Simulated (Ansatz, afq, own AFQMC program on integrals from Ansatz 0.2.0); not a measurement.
**Where AFQMC and coupled cluster stand for GeNH$_{3}$, triplet**

```xyz
5

Ge   -0.0529    0.0000    0.3422
N     0.2198    0.0000   -1.7330
H     0.7049   -1.2595    0.8450
H     0.7049    1.2595    0.8450
H    -0.6524    0.0000   -2.2684
```

Connectivity, by distances: GeH2–NH.

Basis cc-pVDZ. Noble-gas cores (and the filled d shells of Ga–Kr and In–Xe) are frozen. AFQMC by an in-house program on the Cholesky factors that Ansatz 0.2.0 writes for its CCSD(T) run. ph-AFQMC/CISD is guided by a CISD state made of CCSD amplitudes; releasing the constraint for a short imaginary time cuts its bias at the price of noise, slowly where states lie close. Error bars are statistical, one sigma. No spin–orbit coupling.

Determinant: UHF, the one that the program's search chose, which needn't be the lowest solution. The geometry is a point of a scan.

No full CI on the walks' own integrals is used here; CCSDT(Q) serves as the reference and is uncertain by about the last step of the cluster series.

Cautions: no relativity below Rb; no spin-orbit coupling; inner d shell frozen; lower spins were not checked; unrestricted determinant slightly spin contaminated (⟨S²⟩ 2.07 against 2.00).

* T1 diagnostic: 0.0239
* weight of the determinant in the CISD state: 0.874
* ⟨S²⟩ of the determinant: 2.065
* size of the correlated space: 12 electrons in 41 orbitals

```tsv
level	correlation energy (eV)
MP2	-5.8692
CCSD	-6.9111
CCSD(T)	-7.0963
```

Task: Estimate where phaseless AFQMC with a CISD trial lies against CCSD(T) on the same integrals.

Result: 0.34 ± 0.31 kcal/mol below CCSD(T). The gap is under twice the noise, so this walk alone can't tell the two apart.

Reference: CCSDT(Q), correlation energy -7.149 eV. The released energy is read at 2.40 1/Eh (meV from the phaseless value at times in 1/Eh: -23 ± 10 at 0.24, -18 ± 9 at 0.51, -31 ± 11 at 0.99, -58 ± 18 at 1.62, -39 ± 18 at 2.40).

| level | E − E(reference) (kcal/mol) | share of correlation (%) |
| --- | --- | --- |
| CCSD(T) | 1.20 | 99.27 |
| CCSDT | 0.37 | 99.78 |
| ph-AFQMC/HF | 0.00 ± 1.20 | 100.00 |
| ph-AFQMC/CISD | 0.86 ± 0.31 | 99.48 |
| released AFQMC | -0.04 ± 0.41 | 100.02 |

A walk keeps the symmetry of its determinant, which the program's search chose and which needn't be the lowest solution, so a lower state of the same spin and another symmetry isn't excluded. Released energies are given only where the last usable release times agree within the noise; a slower fall can still hide under it.
